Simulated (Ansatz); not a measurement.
The input, for Ansatz 0.2.0:

```yaml
crystal:
  periodic: [false, false, false]
  atoms:
    - {symbol: P, position_ang: [0.007734, -0.041334, -0.000459]}
    - {symbol: H, position_ang: [-0.157140, 0.651305, -1.228583]}
    - {symbol: H, position_ang: [-0.080520, 0.618881, 1.242673]}
basis:
  gaussian: {orbitals: 6-31G}
total_charge: 1
magnetization: {spin_polarized: false, initial_magnetization: 2}
correlation: {active_space: {window: {electrons: 6, orbitals: 8}, fixed_orbitals: true}}
output: {forces: true}
```

```sh
$ ansatz run in.yaml --threads 1 --pin off --events-out ev --progress --plain --max-ram 2393MiB
```

Output:

```
204 factors; integrals over basis functions are off by at most 2.5e-4 eV
mean field evaluation 1: about -9291.5813 eV, gradient 6.6e0 eV
mean field evaluation 2: about -9291.5843 eV, gradient 6.6e0 eV
mean field evaluation 4: about -9291.9134 eV, gradient 2.4e-1 eV
mean field evaluation 8: about -9291.9143 eV, gradient 5.7e-5 eV
mean field -9291.91433753 eV, -341.4715536184 hartree, gradient 7.1e-7 eV, S^2 2.000000; 0 other end points of the search recorded, 0 dependent functions left out
reference -9291.91433753 eV, -341.4715536184 hartree; 9, 7 occupied and 8, 10 virtual orbitals, 204 factors
state -9292.59975339 eV, -341.4967421866 hartree
the calculation of the forces begins
Total energy: -9292.59975339 eV, -341.4967421866 hartree
Atom 0 at     0.007734    -0.041334    -0.000459 Å, force     0.044589    -0.265734    -0.182730 eV/Å
Atom 1 at    -0.157140     0.651305    -1.228583 Å, force    -0.027678     0.089839    -0.379751 eV/Å
Atom 2 at    -0.080520     0.618881     1.242673 Å, force    -0.016911     0.175895     0.562481 eV/Å
Dipole moment:    -0.015125     0.080669    -0.000184 e Å
```

Natural occupations: 1.9854 1.9743 1.0010 1.0000 0.0205 0.0157 0.0016 0.0015.

Forces (eV/Å):
```
P    0.045 -0.266 -0.183
H   -0.028  0.090 -0.380
H   -0.017  0.176  0.562
```

Ran on 1 thread of Arm Neoverse V1, shared host: 0.87 s wall, 0.07 GiB peak host memory.
